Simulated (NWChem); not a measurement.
# CH cation, singlet

All runs: NWChem. Low-valent species are run as closed-shell singlets; no triplet was tried in these runs. Each level has its own optimisation; frequencies are unscaled.

Question: Taking Hartree-Fock/def2-TZVPP as the yardstick, which of these has the fewest basis functions while keeping “r C–H (Å)” within 0.005 Å of it: Hartree-Fock/pcseg-1; Hartree-Fock/3-21G; Hartree-Fock/pcseg-2; Hartree-Fock/aug-pcseg-1?

Answer: Hartree-Fock/pcseg-1.
```tsv
level	basis functions	r C–H (Å)
Hartree-Fock/3-21G	11	1.106
Hartree-Fock/pcseg-1	19	1.111
Hartree-Fock/aug-pcseg-1	32	1.116
Hartree-Fock/pcseg-2	44	1.112
Hartree-Fock/def2-TZVPP	45	1.113
```

The yardstick is one finite set, not the basis-set limit.
